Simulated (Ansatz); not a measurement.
# CH3FSi (SMILES FC=[SiH2]): a rigid scan of the bond length Si3–H6

Aim: the energy along the bond length Si3–H6, from CCSD(T) and from cheaper methods, relative to the minimum. All other internal coordinates keep their values.

The runs use Ansatz 0.2.0, Gaussian basis; single points in def2-TZVPP.

Levels: PBE-D4, r2SCAN-D4, PBE0-D4, B3LYP-D4, wB97M-V, Hartree-Fock, MP2, CCSD, CCSD(T). The scan takes 1.209, 1.271, 1.362, 1.468, 1.586, 1.713, 1.848, 1.989, 2.137 Å.

Correlated methods freeze the cores. B3LYP uses VWN-RPA correlation.

### Step 1. Where the work starts

The minimum, relaxed at PBE0-D4: SMILES `FC=[SiH2]`, 6 atoms, charge 0, spin multiplicity 1.

Atoms are counted from 1 here; the program's logs count them from 0.

Bond lengths: F1–C2 1.342 Å, C2–Si3 1.720 Å, C2–H4 1.087 Å, Si3–H5 1.473 Å, Si3–H6 1.474 Å. Angles: F1–C2–Si3 125.2°, F1–C2–H4 112.1°, Si3–C2–H4 122.7°, C2–Si3–H5 117.3°, C2–Si3–H6 123.3°, H5–Si3–H6 119.4°.

As a file:

```mol
CH3FSi
  3D, bonds by distance, orders not assigned

  6  5  0  0  0  0  0  0  0  0999 V2000
   -0.5433   -1.6573    0.9268 F   0  0
   -0.2443   -0.8406   -0.0954 C   0  0
    0.2355    0.8038    0.0569 Si  0  0
   -0.3389   -1.3388   -1.0574 H   0  0
    0.5239    1.5416   -1.1850 H   0  0
    0.3670    1.4914    1.3541 H   0  0
  1  2  8  0
  2  3  8  0
  2  4  8  0
  3  5  8  0
  3  6  8  0
M  END
```

Energies of the minimum (eV), from earlier single points: PBE-D4 -11672.01801, r2SCAN-D4 -11677.44588, PBE0-D4 -11672.71529, B3LYP-D4 -11680.81993, wB97M-V -11678.04945, CCSD(T) -11661.31709.

At the minimum the bond length Si3–H6 is 1.474 Å.

### Step 2. Si3–H6 = 1.209 Å

ccsdt-tzvpp/in.yaml

```yaml
crystal:
  periodic: [false, false, false]
  atoms:
    - {symbol: F, position_ang: [-0.543265, -1.657329, 0.926803]}
    - {symbol: C, position_ang: [-0.244273, -0.840623, -0.095397]}
    - {symbol: Si, position_ang: [0.235539, 0.803768, 0.056922]}
    - {symbol: H, position_ang: [-0.338888, -1.338806, -1.057391]}
    - {symbol: H, position_ang: [0.523888, 1.541554, -1.185047]}
    - {symbol: H, position_ang: [0.343360, 1.367781, 1.120851]}
basis:
  gaussian: {orbitals: def2-TZVPP}
correlation: {method: ccsd_t}
```

No record of the launch command was kept for these runs.

Further steps of the session: Si3–H6 = 1.271 Å; Si3–H6 = 1.362 Å; Si3–H6 = 1.468 Å; Si3–H6 = 1.586 Å; Si3–H6 = 1.713 Å; Si3–H6 = 1.848 Å; Si3–H6 = 1.989 Å; Si3–H6 = 2.137 Å.

**Question.** What will these runs give? Wanted: highest point, CCSD(T); lowest point, CCSD(T); minimum along the scan, CCSD(T); RMS deviation from CCSD(T); largest T1 diagnostic.

As calculated:

```
                       quantity                                                                                                value
         highest point, CCSD(T)                                                                                  1798 meV at 2.137 Å
          lowest point, CCSD(T)                                                                                     0 meV at 1.468 Å
minimum along the scan, CCSD(T)                                                                                              1.468 Å
                curvature there                                                                                           19.1 eV/Å²
     RMS deviation from CCSD(T)  PBE-D4 87, r2SCAN-D4 19, PBE0-D4 16, B3LYP-D4 12, wB97M-V 44, Hartree-Fock 125, MP2 68, CCSD 20 meV
          largest T1 diagnostic                                                                                                0.017
```

A polynomial through the near points puts the CCSD(T) minimum 0.006 Å below the PBE0-D4 value. It is steeper on the short side than on the long one. Curvature against CCSD(T): PBE-D4 -8 %, Hartree-Fock +8 %. The curve of B3LYP-D4 lies nearest to CCSD(T), that of Hartree-Fock farthest. The restricted Hartree–Fock reference is unstable towards an unrestricted one at one or more of these structures.
